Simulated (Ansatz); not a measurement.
C2H4O2 (`C1OCO1`), relaxed with RKS PBE-D4/def2-SVP in Ansatz from a rough embedded geometry. The force threshold is 0.03 eV/Å; the program also tests the step.

Charge 0, multiplicity 1.

Start:

```xyz
8

C     0.863   -0.389   -0.196
O    -0.459   -0.583   -0.712
C    -0.909    0.383    0.204
O     0.481    0.607    0.719
H     1.258   -1.352    0.276
H     1.587   -0.062   -0.990
H    -1.578    0.054    0.967
H    -1.241    1.341   -0.268
```

```json
{"step": "1", "energy (eV)": "-6219.7373", "largest force (eV/Å)": "2.404", "largest move (Å)": "0.000"}
{"step": "2", "energy (eV)": "-6219.8480", "largest force (eV/Å)": "1.223", "largest move (Å)": "0.034"}
{"step": "3", "energy (eV)": "-6219.8899", "largest force (eV/Å)": "0.080", "largest move (Å)": "0.032"}
{"step": "4", "energy (eV)": "-6219.8901", "largest force (eV/Å)": "0.027", "largest move (Å)": "0.004"}
```

End:

```xyz
8

C     0.857   -0.419   -0.210
O    -0.465   -0.590   -0.718
C    -0.857    0.418    0.210
O     0.463    0.585    0.721
H     1.267   -1.339    0.279
H     1.582   -0.048   -0.979
H    -1.587    0.053    0.978
H    -1.261    1.340   -0.282
```

It took 8 s on 2 threads of an Arm Neoverse N1 on a shared host, with 0.13 GiB of host memory at the peak.
